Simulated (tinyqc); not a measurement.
Worked calculation (part 1 of 2): MP2 on RHF in the sto-3g basis, for H2O, spin multiplicity 1. Computed by tinyqc, a small Python program that keeps every step (integrals from PySCF). Settings: charge = 0, multiplicity = 1, basis = sto-3g, method = RHF, energy threshold = 1e-10, iteration cap = 67, orthogonalisation = symmetric, start = atomic densities, DIIS depth = 6. Command: `OMP_NUM_THREADS=1 python tinyqc.py 27832 27833 out.jsonl` (the two numbers bound the seeds that draw the settings). One thread of a shared host (Intel(R) Xeon(R) Processor @ 2.60GHz), about 0.2 s of CPU time with the checks. Later iterations appear only in the table of the cycle.

## One-electron integrals

Geometry (angstrom):
```
atom       x        y       z
O     0.0000   0.0000  0.0000
H     0.0000   0.7770  0.6560
H     0.0000  -0.8330  0.7040
```

Basis sto-3g: exponents (1/bohr^2) and contraction coefficients of normalised primitives:
```
element  l (shell)  exponent  coefficient
O            s (1)  130.7093       0.1543
O            s (1)   23.8089       0.5353
O            s (1)    6.4436       0.4446
O            s (2)    5.0332      -0.1000
O            s (2)    1.1696       0.3995
O            s (2)    0.3804       0.7001
O            p (3)    5.0332       0.1559
O            p (3)    1.1696       0.6077
O            p (3)    0.3804       0.3920
H            s (1)    3.4253       0.1543
H            s (1)    0.6239       0.5353
H            s (1)    0.1689       0.4446
```

Overlap, kinetic and nuclear-attraction integrals over the contracted functions; the nuclear repulsion is the sum of Za Zb / Rab.

nuclear repulsion = 8.373214 hartree

overlap S, lower triangle:
```
         1O 1s   1O 2s  1O 2px   1O 2py  1O 2pz   2H 1s   3H 1s
1O 1s   1.0000
1O 2s   0.2367  1.0000
1O 2px  0.0000  0.0000  1.0000
1O 2py  0.0000  0.0000  0.0000   1.0000
1O 2pz  0.0000  0.0000  0.0000   0.0000  1.0000
2H 1s   0.0468  0.4365  0.0000   0.2843  0.2400  1.0000
3H 1s   0.0393  0.3916  0.0000  -0.2629  0.2222  0.2186  1.0000
```

kinetic energy T (hartree), lower triangle:
```
          1O 1s   1O 2s  1O 2px   1O 2py  1O 2pz   2H 1s   3H 1s
1O 1s   29.0032
1O 2s   -0.1680  0.8081
1O 2px   0.0000  0.0000  2.5287
1O 2py   0.0000  0.0000  0.0000   2.5287
1O 2pz   0.0000  0.0000  0.0000   0.0000  2.5287
2H 1s   -0.0059  0.1018  0.0000   0.1837  0.1551  0.7600
3H 1s   -0.0083  0.0737  0.0000  -0.1469  0.1241  0.0018  0.7600
```

nuclear attraction V (hartree), lower triangle:
```
           1O 1s     1O 2s   1O 2px    1O 2py   1O 2pz    2H 1s    3H 1s
1O 1s   -61.6240
1O 2s    -7.4211  -10.0501
1O 2px    0.0000    0.0000  -9.9099
1O 2py   -0.0014   -0.0146   0.0000  -10.0271
1O 2pz   -0.0166   -0.2006   0.0000   -0.0083  -9.9935
2H 1s    -1.5077   -3.4677   0.0000   -2.0023  -1.7519  -5.5977
3H 1s    -1.2615   -3.0422   0.0000    1.7941  -1.5757  -1.3100  -5.3524
```

core Hamiltonian H = T + V (hartree), lower triangle:
```
           1O 1s    1O 2s   1O 2px   1O 2py   1O 2pz    2H 1s    3H 1s
1O 1s   -32.6208
1O 2s    -7.5891  -9.2420
1O 2px    0.0000   0.0000  -7.3812
1O 2py   -0.0014  -0.0146   0.0000  -7.4983
1O 2pz   -0.0166  -0.2006   0.0000  -0.0083  -7.4648
2H 1s    -1.5136  -3.3658   0.0000  -1.8186  -1.5968  -4.8377
3H 1s    -1.2697  -2.9685   0.0000   1.6472  -1.4515  -1.3082  -4.5924
```

## Two-electron integrals

Functions are numbered as in S; the eight-fold symmetry (ij|kl) = (ji|kl) = (kl|ij) leaves the list below.

Two-electron integrals (ij|kl) in chemists' order, unique and non-zero (hartree):
```
(11|11) 4.7851      (21|11) 0.7414      (21|21) 0.1369      (22|11) 1.1189
(22|21) 0.2566      (22|22) 0.8172      (31|31) 0.0245      (32|31) 0.0378
(32|32) 0.1805      (33|11) 1.1158      (33|21) 0.2567      (33|22) 0.8170
(33|33) 0.8802      (41|41) 0.0245      (42|41) 0.0378      (42|42) 0.1805
(43|43) 0.0474      (44|11) 1.1158      (44|21) 0.2567      (44|22) 0.8170
(44|33) 0.7853      (44|44) 0.8802      (51|51) 0.0245      (52|51) 0.0378
(52|52) 0.1805      (53|53) 0.0474      (54|54) 0.0474      (55|11) 1.1158
(55|21) 0.2567      (55|22) 0.8170      (55|33) 0.7853      (55|44) 0.7853
(55|55) 0.8802      (61|11) 0.1488      (61|21) 0.0272      (61|22) 0.0507
(61|33) 0.0507      (61|41) 0.0010      (61|42) 0.0018      (61|44) 0.0508
(61|51) 0.0008      (61|52) 0.0015      (61|54) 1.49e-04    (61|55) 0.0508
(61|61) 0.0055      (62|11) 0.3637      (62|21) 0.0845      (62|22) 0.2980
(62|33) 0.2929      (62|41) 0.0048      (62|42) 0.0371      (62|44) 0.3017
(62|51) 0.0041      (62|52) 0.0313      (62|54) 0.0074      (62|55) 0.2992
(62|61) 0.0171      (62|62) 0.1348      (63|31) 0.0088      (63|32) 0.0514
(63|43) 0.0077      (63|53) 0.0065      (63|63) 0.0192      (64|11) 0.2007
(64|21) 0.0472      (64|22) 0.1779      (64|33) 0.1698      (64|41) 0.0112
(64|42) 0.0724      (64|44) 0.1902      (64|51) 0.0020      (64|52) 0.0177
(64|54) 0.0107      (64|55) 0.1734      (64|61) 0.0100      (64|62) 0.0977
(64|64) 0.0892      (65|11) 0.1695      (65|21) 0.0399      (65|22) 0.1502
(65|33) 0.1434      (65|41) 0.0020      (65|42) 0.0177      (65|44) 0.1476
(65|51) 0.0105      (65|52) 0.0663      (65|54) 0.0113      (65|55) 0.1594
(65|61) 0.0084      (65|62) 0.0825      (65|64) 0.0591      (65|65) 0.0691
(66|11) 0.5049      (66|21) 0.1192      (66|22) 0.4823      (66|33) 0.4628
(66|41) 0.0088      (66|42) 0.0932      (66|44) 0.4966      (66|51) 0.0074
(66|52) 0.0787      (66|54) 0.0285      (66|55) 0.4869      (66|61) 0.0244
(66|62) 0.2752      (66|64) 0.2277      (66|65) 0.1923      (66|66) 0.7746
(71|11) 0.1246      (71|21) 0.0228      (71|22) 0.0426      (71|33) 0.0425
(71|41) -0.0008     (71|42) -0.0015     (71|44) 0.0426      (71|51) 0.0007
(71|52) 0.0013      (71|54) -1.27e-04   (71|55) 0.0426      (71|61) 0.0045
(71|62) 0.0139      (71|64) 0.0074      (71|65) 0.0069      (71|66) 0.0196
(71|71) 0.0039      (72|11) 0.3187      (72|21) 0.0741      (72|22) 0.2631
(72|33) 0.2585      (72|41) -0.0043     (72|42) -0.0332     (72|44) 0.2664
(72|51) 0.0036      (72|52) 0.0281      (72|54) -0.0067     (72|55) 0.2641
(72|61) 0.0146      (72|62) 0.0976      (72|64) 0.0485      (72|65) 0.0584
(72|66) 0.1650      (72|71) 0.0126      (72|72) 0.1070      (73|31) 0.0076
(73|32) 0.0447      (73|43) -0.0068     (73|53) 0.0058      (73|63) 0.0133
(73|73) 0.0148      (74|11) -0.1804     (74|21) -0.0425     (74|22) -0.1610
(74|33) -0.1538     (74|41) 0.0097      (74|42) 0.0638      (74|44) -0.1720
(74|51) -0.0018     (74|52) -0.0162     (74|54) 0.0096      (74|55) -0.1570
(74|61) -0.0080     (74|62) -0.0503     (74|64) -0.0122     (74|65) -0.0294
(74|66) -0.0759     (74|71) -0.0075     (74|72) -0.0795     (74|74) 0.0733
(75|11) 0.1525      (75|21) 0.0359      (75|22) 0.1360      (75|33) 0.1299
(75|41) -0.0018     (75|42) -0.0162     (75|44) 0.1338      (75|51) 0.0091
(75|52) 0.0584      (75|54) -0.0101     (75|55) 0.1442      (75|61) 0.0074
(75|62) 0.0594      (75|64) 0.0290      (75|65) 0.0483      (75|66) 0.1101
(75|71) 0.0064      (75|72) 0.0672      (75|74) -0.0494     (75|75) 0.0566
(76|11) 0.1292      (76|21) 0.0303      (76|22) 0.1171      (76|33) 0.1142
(76|41) -3.69e-05   (76|42) -4.56e-04   (76|44) 0.1164      (76|51) 0.0023
(76|52) 0.0211      (76|54) -1.29e-04   (76|55) 0.1206      (76|61) 0.0061
(76|62) 0.0531      (76|64) 0.0330      (76|65) 0.0366      (76|66) 0.1136
(76|71) 0.0051      (76|72) 0.0480      (76|74) -0.0311     (76|75) 0.0338
(76|76) 0.0265      (77|11) 0.4744      (77|21) 0.1120      (77|22) 0.4577
(77|33) 0.4396      (77|41) -0.0080     (77|42) -0.0869     (77|44) 0.4709
(77|51) 0.0067      (77|52) 0.0735      (77|54) -0.0265     (77|55) 0.4620
(77|61) 0.0220      (77|62) 0.1775      (77|64) 0.0790      (77|65) 0.1161
(77|66) 0.3241      (77|71) 0.0192      (77|72) 0.2397      (77|74) -0.2033
(77|75) 0.1719      (77|76) 0.1136      (77|77) 0.7746
```

## Orthogonalisation

S = U s U^T; symmetric (Loewdin) form X = U s^(-1/2) U^T, so that X^T S X = 1.

eigenvalues of S: 0.3974  0.4955  0.8821  1.0000  1.1029  1.2919  1.8303

X, lower triangle:
```
          1O 1s    1O 2s  1O 2px   1O 2py   1O 2pz    2H 1s   3H 1s
1O 1s    1.0238
1O 2s   -0.1387   1.1825
1O 2px   0.0000   0.0000  1.0000
1O 2py  -0.0010   0.0140  0.0000   1.0806
1O 2pz  -0.0087   0.0875  0.0000   0.0066   1.0477
2H 1s    0.0209  -0.2651  0.0000  -0.1985  -0.1428   1.1725
3H 1s    0.0188  -0.2206  0.0000   0.1775  -0.1232  -0.0773  1.1357
```

## Starting guess

The start is atomic minimal-basis densities projected into this basis (PySCF's MINAO start) and scaled to the electron count of each spin; this density is not idempotent, so its energy is not variational and may lie below the converged one.

D at the start, lower triangle:
```
          1O 1s    1O 2s  1O 2px   1O 2py  1O 2pz   2H 1s   3H 1s
1O 1s    2.1434
1O 2s   -0.4901   2.0883
1O 2px   0.0000   0.0000  1.3081
1O 2py   0.0011  -0.0068  0.0000   1.1799
1O 2pz   0.0168  -0.0857  0.0000  -0.0044  1.2323
2H 1s   -0.0166   0.0468  0.0000   0.1139  0.0637  0.9958
3H 1s   -0.0156   0.0483  0.0000  -0.1166  0.0658  0.0677  0.9926
```

## Iteration 1: building the Fock matrix

J_ij = sum D_kl (ij|kl), K_ij = sum D_kl (ik|jl); F = H + J - 0.5 K; E = tr D H + tr D J / 2 - 0.25 tr D K + E_nn.

Coulomb J (hartree), lower triangle:
```
          1O 1s   1O 2s  1O 2px   1O 2py  1O 2pz   2H 1s   3H 1s
1O 1s   17.1943
1O 2s    3.2237  8.0089
1O 2px   0.0000  0.0000  7.9639
1O 2py   0.0008  0.0061  0.0000   8.0282
1O 2pz   0.0128  0.1540  0.0000   0.0020  8.0104
2H 1s    0.6426  2.9520  0.0000   1.7691  1.5445  5.0063
3H 1s    0.5383  2.6069  0.0000  -1.6007  1.4001  1.1862  4.8000
```

exchange K (hartree), lower triangle:
```
         1O 1s   1O 2s  1O 2px   1O 2py  1O 2pz   2H 1s   3H 1s
1O 1s   9.9131
1O 2s   1.6840  2.7457
1O 2px  0.0000  0.0000  1.7073
1O 2py  0.0023  0.0166  0.0000   1.8097
1O 2pz  0.0159  0.1414  0.0000   0.0083  1.7820
2H 1s   0.3723  1.2368  0.0000   0.5770  0.5499  1.3927
3H 1s   0.3139  1.1036  0.0000  -0.5195  0.5062  0.5307  1.2899
```

Fock matrix F (hartree), lower triangle:
```
           1O 1s    1O 2s   1O 2px   1O 2py   1O 2pz    2H 1s    3H 1s
1O 1s   -20.3830
1O 2s    -5.2074  -2.6060
1O 2px    0.0000   0.0000  -0.2710
1O 2py   -0.0018  -0.0168   0.0000  -0.3749
1O 2pz   -0.0117  -0.1173   0.0000  -0.0105  -0.3454
2H 1s    -1.0572  -1.0322   0.0000  -0.3380  -0.3273  -0.5277
3H 1s    -0.8884  -0.9134   0.0000   0.3063  -0.3046  -0.3874  -0.4374
```

total energy of this density = -75.277977 hartree

This density is the starting one; it is not idempotent, so its energy is not variational and may lie below the converged one.

## Iteration 1: diagonalisation and new density

Diagonalise F' = X^T F X, C = X C', fill 5 alpha and 5 beta electrons from the bottom; D = 2 C_occ C_occ^T. Each column has its largest component positive (the first on a tie).

F' = X^T F X (hartree), lower triangle:
```
          1        2        3        4        5        6        7
1  -20.0052
2   -2.6929  -1.4397
3    0.0000   0.0000  -0.2710
4   -0.0019   0.0089   0.0000  -0.1824
5   -0.0335   0.0668   0.0000   0.0032  -0.2276
6   -0.1507  -0.5286   0.0000  -0.3698  -0.2803  -0.0003
7   -0.1061  -0.4526   0.0000   0.3377  -0.2505  -0.1374  -0.0124
```

orbital energies (hartree): MO1 -20.3918, MO2 -1.4157, MO3 -0.5495, MO4 -0.4254, MO5 -0.2710, MO6 0.3990, MO7 0.5158

coefficients C:
```
            MO1      MO2      MO3      MO4     MO5      MO6      MO7
1O 1s    0.9942  -0.2395   0.0112   0.0860  0.0000   0.1112   0.0504
1O 2s    0.0249   0.8787  -0.0593  -0.4359  0.0000  -0.6835  -0.3331
1O 2px   0.0000   0.0000   0.0000   0.0000  1.0000   0.0000   0.0000
1O 2py   0.0004   0.0135   0.7124  -0.0424  0.0000   0.3044  -0.7979
1O 2pz   0.0026   0.0909   0.0435   0.7993  0.0000  -0.6451  -0.2755
2H 1s   -0.0046   0.1520   0.3722   0.2412  0.0000   0.4071   1.0610
3H 1s   -0.0040   0.1307  -0.3535   0.2866  0.0000   0.9759  -0.4638
```

D after iteration 1, lower triangle:
```
          1O 1s    1O 2s  1O 2px   1O 2py  1O 2pz    2H 1s   3H 1s
1O 1s    2.1068
1O 2s   -0.4476   1.9327
1O 2px   0.0000   0.0000  2.0000
1O 2py   0.0029  -0.0237  0.0000   1.0191
1O 2pz   0.1002  -0.5422  0.0000  -0.0034  1.2980
2H 1s   -0.0322   0.0124  0.0000   0.5139  0.4456   0.4396
3H 1s   -0.0291   0.0216  0.0000  -0.5244  0.4511  -0.0851  0.4483
```

## Iteration 8 (converged): orbitals

converged F (hartree), lower triangle:
```
           1O 1s    1O 2s   1O 2px   1O 2py   1O 2pz    2H 1s    3H 1s
1O 1s   -20.2527
1O 2s    -5.1642  -2.4240
1O 2px    0.0000   0.0000  -0.3911
1O 2py   -0.0014  -0.0157   0.0000  -0.2575
1O 2pz   -0.0268  -0.0938   0.0000  -0.0178  -0.3010
2H 1s    -1.0388  -0.9251   0.0000  -0.3737  -0.3631  -0.5085
3H 1s    -0.8726  -0.8179   0.0000   0.3496  -0.3424  -0.3096  -0.4298
```

As before.

F' = X^T F X (hartree), lower triangle:
```
          1        2        3        4        5        6        7
1  -19.8766
2   -2.6883  -1.2920
3    0.0000   0.0000  -0.3911
4   -0.0020   0.0095   0.0000  -0.0180
5   -0.0558   0.1102   0.0000  -0.0033  -0.1539
6   -0.1444  -0.4702   0.0000  -0.4315  -0.3358  -0.0011
7   -0.1010  -0.4040   0.0000   0.4042  -0.3080  -0.0870  -0.0169
```

orbital energies (hartree): MO1 -20.2611, MO2 -1.2313, MO3 -0.5628, MO4 -0.4518, MO5 -0.3911, MO6 0.5144, MO7 0.6342

coefficients C:
```
            MO1      MO2      MO3      MO4     MO5      MO6      MO7
1O 1s    0.9944  -0.2366   0.0146   0.0987  0.0000   0.1098   0.0396
1O 2s    0.0248   0.8674  -0.0774  -0.5070  0.0000  -0.6767  -0.2656
1O 2px   0.0000   0.0000   0.0000   0.0000  1.0000   0.0000   0.0000
1O 2py   0.0004   0.0158   0.6124  -0.0455  0.0000   0.2656  -0.8893
1O 2pz   0.0036   0.1028   0.0588   0.7403  0.0000  -0.7234  -0.2361
2H 1s   -0.0054   0.1618   0.4647   0.2785  0.0000   0.4860   0.9774
3H 1s   -0.0046   0.1364  -0.4353   0.3573  0.0000   0.8958  -0.5033
```

D after iteration 8, lower triangle:
```
          1O 1s    1O 2s  1O 2px   1O 2py  1O 2pz    2H 1s   3H 1s
1O 1s    2.1094
1O 2s   -0.4636   2.0319
1O 2px   0.0000   0.0000  2.0000
1O 2py   0.0022  -0.0212  0.0000   0.7547
1O 2pz   0.1065  -0.5812  0.0000   0.0079  1.1242
2H 1s   -0.0187  -0.0739  0.0000   0.5490  0.5002   0.6395
3H 1s   -0.0158  -0.0584  0.0000  -0.5613  0.5059  -0.1614  0.6715
```

## Convergence

Stop when the energy changes by less than 1e-10 hartree and every element of the error matrix X^T (F D S - S D F) X is below 3e-06.

Course of the cycle:
```
iteration  E (hartree)     change  largest element of the error matrix
1           -75.277977          -                             1.17e+00
2           -74.911309   3.67e-01                             2.00e-01
3           -74.954535  -4.32e-02                             2.53e-02
4           -74.955370  -8.35e-04                             4.84e-03
5           -74.955399  -2.93e-05                             2.09e-04
6           -74.955399  -1.58e-07                             6.89e-05
7           -74.955399  -1.88e-08                             1.16e-06
8           -74.955399  -3.24e-12                             1.18e-07
```

PySCF RHF in the same basis = -74.955399 hartree

Converged in 8 iterations.

## Populations, bond orders and dipole

Mulliken: Z minus the diagonal of D S on the atom; Loewdin: the same with S^(1/2) D S^(1/2); Mayer order: 2 sum_s sum (D(s) S)_ij (D(s) S)_ji over the two atoms.

Charges (e):
```
atom  Mulliken  Loewdin
1O     -0.2802  -0.2004
2H      0.1529   0.1074
3H      0.1273   0.0930
```

Mayer bond orders:
```
pair   order
2-1   0.9700
3-1   0.9771
3-2   0.0067
```

dipole moment about the origin, x y z (debye): 0.0000  0.0515  1.6209
